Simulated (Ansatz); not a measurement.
## Structure relaxation of KNb

All numbers below come from DFT PBE, scalar-relativistic, plane waves, PAW in Ansatz. Cutoff 420 eV, Γ-centred k mesh, Gaussian smearing, no spin polarisation in the final step.

The start puts KNb on the zinc blende structure type (F-43m, No. 216), with K in place of Zn, Nb in place of S, at a guessed volume.

```xyz
2
Lattice="0.0000 3.0837 3.0837 3.0837 0.0000 3.0837 3.0837 3.0837 0.0000" Properties=species:S:1:pos:R:3 pbc="T T T"
K     0.0000    0.0000    0.0000
Nb    4.6256    4.6256    4.6256
```

Cell and atoms relax at zero pressure; the relaxation can't lower the symmetry of the start.

Formation energies are uncorrected and refer to the elements' standard structures at the same level.

**Question.** Which crystal results?

**Answer.** It keeps F-43m (No. 216). The result has the zinc blende structure. Conventional cell: a = 6.289 Å. K is coordinated by 4 Nb at 2.72 Å; Nb has 4 K at 2.72 Å.

```xyz
2
Lattice="0.0000 3.1446 3.1446 3.1446 0.0000 3.1446 3.1446 3.1446 0.0000" Properties=species:S:1:pos:R:3 pbc="T T T"
K     0.0000    0.0000    0.0000
Nb    1.5723    1.5723    1.5723
```

**Question.** What are its volume, energy, density and gap?

**Answer.** The volume per atom is 31.10 Å³ and the density is 3.52 g/cm³. The energy over the elements is 3.81 eV/atom and the gap on the 16×16×16 mesh is 0 eV (a metal).

The final run used a 16×16×16 mesh on its 2-atom cell and 0.10 eV smearing. The k mesh leaves about 4 meV/atom of noise in metals. Symmetry constrained the relaxation, so the result can be a saddle point.

Cost: 3 runs of about 1.6 core-minutes in all, on Intel Xeon Platinum 8488C (Sapphire Rapids) (shared hosts).